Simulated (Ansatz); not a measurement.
**CH₅Al (built from SMILES [CH3][AlH2]): a reaction path by the nudged elastic band**

Aim: the minimum-energy path between two given structures and its highest point. Both ends were relaxed at PBE0-D4 in triple zeta.

Program: Ansatz 0.2.0, Gaussian basis. Level of theory: PBE0-D4/def2-SVP. These are calculated values, not measurements.

16 further runs of the same task are left out: 16 set aside as unsound or not needed.

### Step 1. Where the work starts

The first end: 7 atoms, charge 0, spin multiplicity 1.

Atoms are counted from 1 here; the program's logs count them from 0.

Bond lengths: Al1–C2 1.950 Å, Al1–H3 1.590 Å, Al1–H4 1.591 Å, C2–H5 1.092 Å, C2–H6 1.096 Å, C2–H7 1.096 Å. Angles: C2–Al1–H3 121.4°, C2–Al1–H4 119.8°, H3–Al1–H4 118.8°, Al1–C2–H5 113.3°, Al1–C2–H6 110.7°, Al1–C2–H7 110.6°, H5–C2–H6 108.0°, H5–C2–H7 107.9°, H6–C2–H7 106.0°.

As a file:

```xyz
7
charge 0, multiplicity 1
Al   -0.0834    0.8398    0.6333
C     0.0908   -0.7038   -0.5459
H     0.9786    2.0231    0.6133
H    -1.3104    0.9297    1.6414
H     0.9740   -0.6602   -1.1868
H     0.1402   -1.6310    0.0355
H    -0.7899   -0.7977   -1.1909
```

The second end:

| atom | x (Å) | y (Å) | z (Å) |
| --- | --- | --- | --- |
| Al1 | -0.7086 | 1.3686 | 1.8723 |
| C2 | 0.5613 | -0.4280 | -0.6002 |
| H3 | 1.0320 | 0.5284 | -0.8293 |
| H4 | -2.0957 | 0.7893 | 1.1520 |
| H5 | 0.6309 | -1.0812 | -1.4703 |
| H6 | 1.0769 | -0.8928 | 0.2405 |
| H7 | -0.4968 | -0.2844 | -0.3650 |

### Step 2. The band at PBE0-D4/def2-SVP

Contents of neb/in.yaml:

```yaml
crystal:
  periodic: [false, false, false]
  atoms:
    - {symbol: Al, position_ang: [-0.083377, 0.839813, 0.633305]}
    - {symbol: C, position_ang: [0.090829, -0.703771, -0.545935]}
    - {symbol: H, position_ang: [0.978585, 2.023096, 0.613275]}
    - {symbol: H, position_ang: [-1.310374, 0.929732, 1.641425]}
    - {symbol: H, position_ang: [0.973958, -0.660222, -1.186783]}
    - {symbol: H, position_ang: [0.140223, -1.631046, 0.035512]}
    - {symbol: H, position_ang: [-0.789945, -0.797701, -1.190899]}
basis:
  gaussian: {orbitals: def2-SVP}
hamiltonian: {xc: pbe0, dispersion: d4}
neb:
  images: 5
  climbing: true
  max_iterations: 40
  initial_path: idpp
  final_atoms:
    - {symbol: Al, position_ang: [-0.708594, 1.368555, 1.872287]}
    - {symbol: C, position_ang: [0.561277, -0.427973, -0.600220]}
    - {symbol: H, position_ang: [1.031966, 0.528353, -0.829272]}
    - {symbol: H, position_ang: [-2.095710, 0.789292, 1.151964]}
    - {symbol: H, position_ang: [0.630886, -1.081189, -1.470284]}
    - {symbol: H, position_ang: [1.076919, -0.892781, 0.240472]}
    - {symbol: H, position_ang: [-0.496845, -0.284356, -0.365047]}
```

Run with:

```sh
> ansatz run in.yaml --threads 2 --pin off --events-out ev --progress --plain --max-ram 4352MiB
```

Standard output:

```text
Functional definition: PBE0
  name "PBE0"
  cite "Adamo & Barone, J. Chem. Phys. 110, 6158 (1999) doi:10.1063/1.478522"
  cite "Perdew, Burke & Ernzerhof, Phys. Rev. Lett. 77, 3865 (1996) doi:10.1103/PhysRevLett.77.3865"
  parent pbe
  parameter a = 0.25
  parameter kappa = 0.804
  parameter beta = 0.06672455060314922
  exchange = (1 - a)*pbe_x(kappa = kappa, mu = beta*pi^2/3) + a*exact_x
  correlation = pbe_c(beta = beta)
606 factors; integrals over basis functions are off by at most 3.3e-4 eV
mean field evaluation 1: about -7702.8028 eV, gradient 4.3e1 eV
mean field evaluation 2: about -7700.9096 eV, gradient 4.8e1 eV
mean field evaluation 4: about -7707.4843 eV, gradient 3.5e-1 eV
mean field evaluation 8: about -7707.4831 eV, gradient 1.4e-2 eV
mean field -7707.48313697 eV, -283.2447809641 hartree, gradient 2.6e-5 eV, S^2 0.000000; 0 other end points of the search recorded, 0 dependent functions left out
the calculation of the forces begins
reference -7707.48316380 eV, -283.2447819498 hartree; 12, 12 occupied and 45, 45 virtual orbitals, 606 factors
[... from here to the last solve, the lines of the solves are left out (100 solves) ...]
WARN: NEB end point (image 0): max|allowed force component| = 2.463e-1 eV/Å (the criterion of neb.relax_end_points is 1.000e-2). That is over neb.f_tol: it is no minimum, so the barrier can be far off. Relax it first
WARN: NEB end point (image 6): max|allowed force component| = 2.865e-1 eV/Å (the criterion of neb.relax_end_points is 1.000e-2). That is over neb.f_tol: it is no minimum, so the barrier can be far off. Relax it first
NEB iter   1: max|band force component| = 2.814e0 eV/Å  barrier→ = 5.2894 eV  barrier← = 4.1969 eV  Δτ_max = 0.2000 Å  (159 SCF iters)
NEB iter   2: max|band force component| = 2.397e0 eV/Å  barrier→ = 4.3125 eV  barrier← = 3.2200 eV  Δτ_max = 0.2000 Å  (134 SCF iters)
NEB iter   3: max|band force component| = 4.924e0 eV/Å  barrier→ = 3.3469 eV  barrier← = 2.2544 eV  Δτ_max = 0.1023 Å  (130 SCF iters)
NEB iter   4: max|band force component| = 9.536e-1 eV/Å  barrier→ = 3.1919 eV  barrier← = 2.0994 eV  Δτ_max = 0.2000 Å  (118 SCF iters)
NEB iter   5: max|band force component| = 1.595e0 eV/Å  barrier→ = 3.0706 eV  barrier← = 1.9781 eV  Δτ_max = 0.1013 Å  (123 SCF iters)
NEB iter   6: max|band force component| = 1.496e0 eV/Å  barrier→ = 2.8534 eV  barrier← = 1.7609 eV  CI = image 3  Δτ_max = 0.1956 Å  (114 SCF iters)
NEB iter   7: max|band force component| = 2.500e-1 eV/Å  barrier→ = 3.1275 eV  barrier← = 2.0349 eV  CI = image 3  Δτ_max = 0.0500 Å  (117 SCF iters)
NEB iter   8: max|band force component| = 1.504e-1 eV/Å  barrier→ = 3.1168 eV  barrier← = 2.0243 eV  CI = image 3  Δτ_max = 0.0963 Å  (107 SCF iters)
NEB iter   9: max|band force component| = 2.200e-1 eV/Å  barrier→ = 3.1025 eV  barrier← = 2.0100 eV  CI = image 3  Δτ_max = 0.0486 Å  (115 SCF iters)
NEB iter  10: max|band force component| = 1.357e-1 eV/Å  barrier→ = 3.0961 eV  barrier← = 2.0036 eV  CI = image 3  Δτ_max = 0.0485 Å  (107 SCF iters)
NEB iter  11: max|band force component| = 6.130e-2 eV/Å  barrier→ = 3.0920 eV  barrier← = 1.9995 eV  CI = image 3  Δτ_max = 0.0963 Å  (109 SCF iters)
606 factors; integrals over basis functions are off by at most 1.0e-3 eV
mean field -7706.38133186 eV, -283.2042903730 hartree, gradient 8.2e-6 eV, S^2 0.000000; 0 other end points of the search recorded, 0 dependent functions left out
the calculation of the forces begins
reference -7706.38135892 eV, -283.2042913673 hartree; 12, 12 occupied and 45, 45 virtual orbitals, 606 factors
NEB iter  12: max|band force component| = 4.028e-2 eV/Å  barrier→ = 3.0906 eV  barrier← = 1.9981 eV  CI = image 3  Δτ_max = 0.0000 Å  (854 SCF iters)
Total energy: -7704.45771209 eV, -283.1335986502 hartree
Atom 0 at    -0.263216     0.946761     1.242168 Å, force    -0.003323    -0.016261    -0.015521 eV/Å
Atom 1 at     0.220866    -0.327588    -0.550095 Å, force     0.032227     0.006345     0.016278 eV/Å
Atom 2 at     0.945183     1.017056     0.223346 Å, force    -0.004635     0.007596    -0.005324 eV/Å
Atom 3 at    -1.597980     0.135450     1.514018 Å, force     0.005341     0.002290     0.002290 eV/Å
Atom 4 at     1.086202    -0.178485    -1.211812 Å, force    -0.008962    -0.001378     0.006229 eV/Å
Atom 5 at     0.311741    -1.316467    -0.068331 Å, force    -0.006049    -0.010651     0.004649 eV/Å
Atom 6 at    -0.702898    -0.276826    -1.149395 Å, force    -0.014599     0.012059    -0.008601 eV/Å
Dipole moment:    -0.036403    -0.114640    -0.090859 e Å
```

Run time: 72 s. Hardware: 2 threads of Intel Xeon Platinum 8375C at 2.90GHz, shared host.

The last band:

| image | path (Å) | energy (eV) | C2–H3 (Å) | Al1–C2 (Å) | Al1–H3 (Å) |
| --- | --- | --- | --- | --- | --- |
| 0 | 0.00 | 0.000 | 3.09 | 1.95 | 1.59 |
| 1 | 0.56 | 0.368 | 2.69 | 1.91 | 1.58 |
| 2 | 1.12 | 1.726 | 2.20 | 1.97 | 1.54 |
| 3 | 1.67 | 3.091 | 1.71 | 2.25 | 1.58 |
| 4 | 2.59 | 1.162 | 1.12 | 2.95 | 2.21 |
| 5 | 3.51 | 1.098 | 1.10 | 3.44 | 3.01 |
| 6 | 4.43 | 1.093 | 1.09 | 3.31 | 3.32 |

The highest image, 3:

```xyz
7
CH5Al
Al   -0.2632    0.9468    1.2422
C     0.2209   -0.3276   -0.5501
H     0.9452    1.0171    0.2233
H    -1.5980    0.1354    1.5140
H     1.0862   -0.1785   -1.2118
H     0.3117   -1.3165   -0.0683
H    -0.7029   -0.2768   -1.1494
```

### Step 3. Outcome

| quantity | value |
| --- | --- |
| PBE0-D4/def2-SVP, 12 iterations | highest 3.091 eV (image 3), last end +1.093 eV |
| from earlier runs: barrier over the separately found saddle, CCSD(T)/def2-TZVPP | 3.217 eV |

What this shows: The highest image lies 3.091 eV above the first end, and it climbed, so it estimates the saddle. The ends are not quite minima at this level (largest force component 0.29 eV/Å), so the heights are unreliable: relaxing the first end would lower it and raise the barrier above it. The highest image is 0.126 eV below the CCSD(T) barrier in triple zeta, which comes from separate runs on the saddle.
